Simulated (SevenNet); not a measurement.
**hcp Os**

Calculation: the machine-learned potential SevenNet-0 (trained on PBE and PBE+U data).

Cell (relaxed at this level):

```xyz
2
Lattice="2.7605 0.0000 0.0000 -1.3802 2.3907 0.0000 0.0000 0.0000 4.3532" Properties=species:S:1:pos:R:3 pbc="T T T"
Os     1.3802     0.7969     3.2649
Os     0.0000     1.5938     1.0883
```

```json
{
 "lattice_constant_a": "2.760 Å",
 "lattice_parameter_c": "4.353 Å",
 "volume_per_atom": "14.36 Å³/atom"
}
```

Measured, for comparison: lattice constant a 2.734 Å (293 K, no zero-point or thermal correction, our sources range from 2.734 to 2.740; as tabulated in Wikipedia's data pages); lattice parameter c 4.320 Å (293 K, no zero-point or thermal correction; as tabulated in Wikipedia's data pages). Computed (rounded) less measured: lattice constant a +1.0 % (+0.7 % to +1.0 % over the range), lattice parameter c +0.8 %.

A machine-learned potential is trained on density-functional data: it inherits that level's misses and adds fitting errors of its own.

Note: the model gives imaginary modes for this phase (in the spectrum interpolated from a supercell).
